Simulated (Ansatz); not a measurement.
The cluster Mg2H2⁺. Charge 1, multiplicity 2. Geometry PBE-D4/def2-TZVP, that of the neutral singlet.

Cartesian coordinates in Å:
```
Mg -0.073 1.409 -0.299
Mg 0.072 -1.409 0.303
H -0.159 3.103 -0.664
H 0.160 -3.103 0.661
```

The structure comes from a short search, and lower isomers may exist.

(1) Estimate the α-spin orbital energies around the gap (eV) in Ansatz with PBE-D4/def2-TZVP, r2SCAN-D4/def2-TZVP, PBE0-D4/def2-TZVP.

## Answers

(1) 
```
orbital  PBE-D4/def2-TZVP  r2SCAN-D4/def2-TZVP  PBE0-D4/def2-TZVP
 HOMO−5            -53.16               -54.63             -57.30
 HOMO−4            -53.04               -54.50             -57.23
 HOMO−3            -53.01               -54.48             -57.20
 HOMO−2            -12.83               -13.13             -14.09
 HOMO−1            -12.19               -12.43             -13.42
   HOMO            -10.97               -11.35             -12.08
   LUMO             -7.22                -7.00              -6.64
 LUMO+1             -7.22                -7.00              -6.64
 LUMO+2             -6.45                -5.97              -5.74
 LUMO+3             -4.98                -4.30              -4.27
 LUMO+4             -4.98                -4.30              -4.27
 LUMO+5             -4.09                -3.38              -3.54
 β HOMO            -11.57               -11.61             -12.38
 β LUMO             -9.96                -9.72              -9.33
```
